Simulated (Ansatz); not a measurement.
`C=NCO` and `C=NCC` differ in one atom or group.

Ansatz, PBE0-D4/def2-TZVP geometries, multiplicity 1. Each molecule was computed in one conformer, which needn't be the lowest.

```
                                                                                  property  `C=NCO`
                                                   HOMO–LUMO gap (ωB97M-V/def2-TZVPP) / eV    11.71
                                                     LUMO energy (ωB97M-V/def2-TZVPP) / eV     1.59
                                                      HOMO–LUMO gap (PBE0/def2-TZVPP) / eV     7.10
                                                     HOMO energy (ωB97M-V/def2-TZVPP) / eV   -10.12
ideal-gas entropy at 298 K and 1 bar (rigid rotor, harmonic PBE0-D4/def2-TZVP) / J/(mol·K)      288
                                                         HOMO energy (PBE/def2-TZVPP) / eV    -6.27
```

(1) Give the same properties after the change, and the shifts. (Best estimate.)

Results:

(1) Ansatz gave: 
| property | `C=NCC` | shift |
| --- | --- | --- |
| HOMO–LUMO gap (ωB97M-V/def2-TZVPP) / eV | 11.63 | -0.08 |
| LUMO energy (ωB97M-V/def2-TZVPP) / eV | 1.93 | 0.34 |
| HOMO–LUMO gap (PBE0/def2-TZVPP) / eV | 7.04 | -0.06 |
| HOMO energy (ωB97M-V/def2-TZVPP) / eV | -9.70 | 0.42 |
| ideal-gas entropy at 298 K and 1 bar (rigid rotor, harmonic PBE0-D4/def2-TZVP) / J/(mol·K) | 292 | 4 |
| HOMO energy (PBE/def2-TZVPP) / eV | -5.84 | 0.43 |

With PBE0 the HOMO rises by 0.43 eV and the LUMO rises by 0.36 eV, so the gap narrows by about 0.07 eV. PBE moves the HOMO by 0.43 eV and ωB97M-V by 0.42 eV. The zero-point energy changes by 61.0 kJ/mol with +6 modes.
